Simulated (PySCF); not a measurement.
PySCF input (BP86/6-31G* (5d)):

```python
from pyscf import gto, dft

mol = gto.M(
    atom='''
    Li   -0.00000000   -0.00000000   -0.39768250
    H     0.00000000    0.00000000    1.19304749
    ''',
    basis='6-31g*',
    charge=0,
    spin=0,
    verbose=4,
)

mf = dft.RKS(mol, xc='bp86')
mf.grids.level = 3
mf.conv_tol = 1e-9
mf.max_cycle = 100
mf.max_memory = 1500
mf.kernel()
if not mf.converged:
    mf = mf.newton()
    mf.kernel(mf.make_rdm1())
mf.dip_moment()
```

Output:

```
PySCF version 2.14.0

[INPUT] verbose = 4
[INPUT] num. atoms = 2
[INPUT] num. electrons = 4
[INPUT] charge = 0
[INPUT] spin (= nelec alpha-beta = 2S) = 0
[INPUT] symmetry False subgroup None
[INPUT] Mole.unit = angstrom
[INPUT] Symbol           X                Y                Z      unit          X                Y                Z       unit  Magmom
[INPUT]  1 Li     0.000000000000   0.000000000000  -0.397682500000 AA    0.000000000000   0.000000000000  -0.751511009532 Bohr   0.0
[INPUT]  2 H      0.000000000000   0.000000000000   1.193047490000 AA    0.000000000000   0.000000000000   2.254533009700 Bohr   0.0

nuclear repulsion = 0.997989377669305
number of shells = 8
number of NR pGTOs = 31
number of NR cGTOs = 16
basis = 6-31g*
ecp = {}

******** <class 'pyscf.dft.rks.RKS'> ********
method = RKS
initial guess = minao
damping factor = 0
level_shift factor = 0
DIIS = <class 'pyscf.scf.diis.CDIIS'>
diis_start_cycle = 1
diis_space = 8
diis_damp = 0
SCF conv_tol = 1e-09
SCF conv_tol_grad = None
SCF max_cycles = 100
direct_scf = True
direct_scf_tol = 1e-13
XC library pyscf.dft.libxc version 7.1.2
    S. Lehtola, C. Steigemann, M. J. T. Oliveira, and M. A. L. Marques,  SoftwareX 7, 1–5 (2018)
XC functionals = bp86
    A. D. Becke,  Phys. Rev. A 38, 3098 (1988)
    J. P. Perdew,  Phys. Rev. B 33, 8822 (1986)
    J. P. Perdew,  Phys. Rev. B 34, 7406–7406 (1986)
radial grids:
    Treutler-Ahlrichs [JCP 102, 346 (1995); DOI:10.1063/1.469408] (M4) radial grids

becke partition: Becke, JCP 88, 2547 (1988); DOI:10.1063/1.454033
pruning grids: <function nwchem_prune>
grids dens level: 3
symmetrized grids: False
atomic radii adjust function: <function treutler_atomic_radii_adjust>
small_rho_cutoff = 0
Set gradient conv threshold to 3.16228e-05
Initial guess from minao.
tot grids = 23536
init E= -7.94891474911619
  HOMO = -0.283865282335877  LUMO = -0.0841809731656042  gap/eV = 5.43369
cycle= 1 E= -8.04171853870543  delta_E= -0.0928  |g|= 0.203  |ddm|= 0.841
  HOMO = -0.0973482294935324  LUMO = -0.0302147567733904  gap/eV = 1.82679
cycle= 2 E= -8.0300856033959  delta_E= 0.0116  |g|= 0.206  |ddm|= 0.796
  HOMO = -0.177872898594719  LUMO = -0.053309369577311  gap/eV = 3.38955
cycle= 3 E= -8.06714631061244  delta_E= -0.0371  |g|= 0.0274  |ddm|= 0.522
  HOMO = -0.16420153089527  LUMO = -0.0445979603859985  gap/eV = 3.25458
cycle= 4 E= -8.06783248694821  delta_E= -0.000686  |g|= 0.00112  |ddm|= 0.0665
  HOMO = -0.164481957365796  LUMO = -0.0446199524592965  gap/eV = 3.26161
cycle= 5 E= -8.06783334956705  delta_E= -8.63e-07  |g|= 0.000257  |ddm|= 0.0026
  HOMO = -0.164628479247735  LUMO = -0.0446809004751465  gap/eV = 3.26394
cycle= 6 E= -8.06783337742639  delta_E= -2.79e-08  |g|= 7.33e-06  |ddm|= 0.000619
  HOMO = -0.164626823821985  LUMO = -0.0446856299076774  gap/eV = 3.26377
cycle= 7 E= -8.06783337746048  delta_E= -3.41e-11  |g|= 2.86e-06  |ddm|= 4.16e-05
  HOMO = -0.164624346699431  LUMO = -0.0446857319540894  gap/eV = 3.26370
Extra cycle  E= -8.06783337746033  delta_E= 1.49e-13  |g|= 2.69e-06  |ddm|= 9.88e-06
converged SCF energy = -8.06783337746033
Dipole moment(X, Y, Z, Debye):  0.00000,  0.00000, -5.56592
```
